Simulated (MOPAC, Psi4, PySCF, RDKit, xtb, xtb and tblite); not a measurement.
Two geometries of SMILES C#CCC=O, relaxed at GFN2-xTB with one dihedral held; other torsions can differ between them too.

Structure A

```
9

C      2.0661    -0.4541     0.0411
C      0.8908    -0.3728     0.2487
C     -0.5362    -0.2593     0.4670
C     -1.1555     0.6995    -0.5199
O     -2.1687     0.5002    -1.1238
H      3.0976    -0.5416    -0.1267
H     -1.0170    -1.2378     0.3898
H     -0.7130     0.1425     1.4711
H     -0.5783     1.6363    -0.6431
```

Structure B

```
9

C      2.0284    -0.4095     0.0341
C      0.8559    -0.3536     0.2650
C     -0.5713    -0.2585     0.5137
C     -1.1232     0.7015    -0.5159
O     -1.5294     0.3863    -1.5952
H      3.0577    -0.4842    -0.1523
H     -1.0192    -1.2467     0.3811
H     -0.7489     0.1077     1.5264
H     -1.0612     1.7641    -0.2094
```

### Question
Which is lower in energy at the level Psi4 with DF-MP2 (frozen core)/cc-pVTZ // GFN2-xTB, and by how much?

### Answer
A is lower, by 1.57 kcal/mol (dihedral C2–C3–C4–O5: 135° in A, 90° in B).

E(B) − E(A) in kcal/mol at the other levels, on the same two geometries: GFN2-xTB (xtb and tblite) 1.00; MMFF94 // GFN2-xTB (RDKit) 2.20; B3LYP/def2-TZVP // GFN2-xTB (Psi4) 1.82; B3LYP-D3(BJ)/def2-TZVP // GFN2-xTB (Psi4) 1.76; PBE/def2-TZVP // GFN2-xTB (Psi4) 1.70; PBE-D3(BJ)/def2-TZVP // GFN2-xTB (Psi4) 1.67; HF/cc-pVTZ // GFN2-xTB (Psi4) 2.14; UFF // GFN2-xTB (RDKit) 0.03; PM6, restricted, heats of formation // GFN2-xTB (MOPAC) 1.56; PM3, restricted, heats of formation // GFN2-xTB (MOPAC) 1.23; GFN1-xTB // GFN2-xTB (xtb) 0.98; restricted B3LYP/6-31G*, spherical d // GFN2-xTB (PySCF) 1.79; restricted Hartree-Fock/STO-3G // GFN2-xTB (PySCF) 1.35; restricted Hartree-Fock/6-31G*, spherical d // GFN2-xTB (PySCF) 2.16; restricted B3LYP/LANL2DZ // GFN2-xTB (PySCF) 2.23.
